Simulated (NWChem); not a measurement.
**PO2 (SMILES [O]P=O) at USPZ81/pc-0**

Aim: the energy difference between two shapes of PO2 at USPZ81/pc-0, from 2 runs. 

Program for the calculation: NWChem 7.3.0.

### 1 The molecule

PO2: 3 atoms, total charge 0, spin state doublet. As SMILES, `[O]P=O`. The coordinates come from a GFN2-xTB relaxation.

Bond lengths: O1–P2 1.464 Å, P2–O3 1.464 Å. Angles: O1–P2–O3 123.4°.

### 2 Energy and one-electron properties at USPZ81/pc-0

o2p.nw reads:

```
start o2p
memory total 2200 mb
charge 0
geometry noautoz
O      0.331710     1.226310     0.317670
P     -0.403940     0.077030    -0.212130
O      0.072230    -1.303340    -0.105540
end
basis "ao basis" spherical bse
O library pc-0
P library pc-0
end
dft
xc slater perdew81
mult 2
grid xfine
convergence energy 1e-07
maxiter 200
print medium
end
property
dipole
mulliken
electrondensity
quadrupole
efield
moldenfile
molden_norm janpa
end
task dft property
```

Started as:

```bash
$ nwchem o2p.nw > o2p.out
```

Standard output:

```text
[...]
 Group name             C2v
[...]
          Wavefunction type:  spin polarized.
          No. of atoms     :     3
          No. of electrons :    31
[...]
          Charge           :     0
          Spin multiplicity:     2
[...]
          AO basis - number of functions:    31
[...]
              XC Information
              --------------
                        Slater Exchange Functional  1.000 local
                Perdew 1981 Correlation Functional  1.000 local
[...]
 d= 0,ls=0.0,diis     1   -488.5268298152 -5.88D+02  3.18D-02  4.22D-01     0.1
[...]
 d= 0,ls=0.0,diis     8   -488.7310845890  1.60D-08  3.14D-06  4.33D-08     0.4
[...]
         Total DFT energy =     -488.731084589023
      One electron energy =     -875.001930750942
           Coulomb energy =      324.421009076972
    Exchange-Corr. energy =      -38.041727479806
 Nuclear repulsion energy =       99.891564564753
[...]
      <S2> =      0.7506 (Exact =     0.7500)
[...]
   Dipole moment        1.8904625576 Debye(s)
             DMX        0.0000000000 DMXEFC        0.0000000000
             DMY        0.0000000000 DMYEFC        0.0000000000
             DMZ       -1.8904625576 DMZEFC        0.0000000000
   -EFC- dipole         0.0000000000 DEBYE(S)
   Total dipole         1.8904625576 DEBYE(S)
[...]
```

Wall time 1 s (1 thread of Intel Xeon 6975P-C (Granite Rapids), shared host); peak memory 0.1 GiB.

Atomic charges (e):

```csv
atom,Mulliken
O1,-0.457
P2,+0.914
O3,-0.457
```

### 3 The distorted shape, same level

geom.nw reads:

```
echo
START geom
TITLE "phosphorus dioxide"
memory stack 880 mb heap 220 mb global 1100 mb
GEOMETRY units angstroms noautoz
   O     0.228060    1.328552    0.368039
   P    -0.347136    0.067693   -0.294068
   O     0.057193   -1.105569   -0.131503
END
BASIS spherical bse
   * library pc-0
END
DFT
   xc slater perdew81
   mult 2
   grid xfine
   convergence energy 1e-07
   maxiter 200
   print medium
END
PROPERTY
   dipole
   mulliken
   electrondensity
   quadrupole
   efield
   moldenfile
   molden_norm janpa
END
TASK dft property
```

Started as:

```bash
$ nwchem geom.nw > geom.out
```

Standard output:

```text
[...]
 Group name             Cs
[...]
          Wavefunction type:  spin polarized.
          No. of atoms     :     3
          No. of electrons :    31
[...]
          Charge           :     0
          Spin multiplicity:     2
[...]
          AO basis - number of functions:    31
[...]
              XC Information
              --------------
                        Slater Exchange Functional  1.000 local
                Perdew 1981 Correlation Functional  1.000 local
[...]
 d= 0,ls=0.0,diis     1   -488.3918886889 -5.94D+02  3.74D-02  4.25D-01     0.2
[...]
 d= 0,ls=0.0,diis    10   -488.5870892032 -1.82D-08  3.50D-06  6.82D-08     0.8
[...]
         Total DFT energy =     -488.587089203188
      One electron energy =     -885.983549546952
           Coulomb energy =      329.907387753967
    Exchange-Corr. energy =      -38.189770675632
 Nuclear repulsion energy =      105.678843265429
[...]
      <S2> =      0.7508 (Exact =     0.7500)
[...]
   Dipole moment        1.8273302264 Debye(s)
             DMX       -1.7166189614 DMXEFC        0.0000000000
             DMY        0.6263825491 DMYEFC        0.0000000000
             DMZ        0.0000000000 DMZEFC        0.0000000000
   -EFC- dipole         0.0000000000 DEBYE(S)
   Total dipole         1.8273302264 DEBYE(S)
[...]
```

Wall time 1.4 s (1 thread of Intel Xeon 6975P-C (Granite Rapids), shared host); peak memory 0.17 GiB.

Atomic charges (e):

```
atom  Mulliken
  O1    -0.440
  P2    +0.986
  O3    -0.546
```

### 4 Results

At USPZ81/pc-0:

```
                                           quantity          value
                          first shape: total energy  -488.73108 Eh
                         first shape: dipole moment         1.89 D
    first shape: HOMO energy (highest over α and β)       -6.66 eV
     first shape: LUMO energy (lowest over α and β)       -5.77 eV
                                  first shape: ⟨S²⟩          0.751
                      distorted shape: total energy  -488.58709 Eh
                     distorted shape: dipole moment         1.83 D
distorted shape: HOMO energy (highest over α and β)       -6.35 eV
 distorted shape: LUMO energy (lowest over α and β)       -5.40 eV
                              distorted shape: ⟨S²⟩          0.751
             energy change with the atoms displaced       3.918 eV
```

**Reading.** With the atoms displaced the energy rises by 3.92 eV (378 kJ/mol). The first shape isn't relaxed at this level, so the change isn't measured from a minimum. Mulliken charges (distorted shape) run from -0.55 on O3 to +0.99 on P2; they depend strongly on the basis.
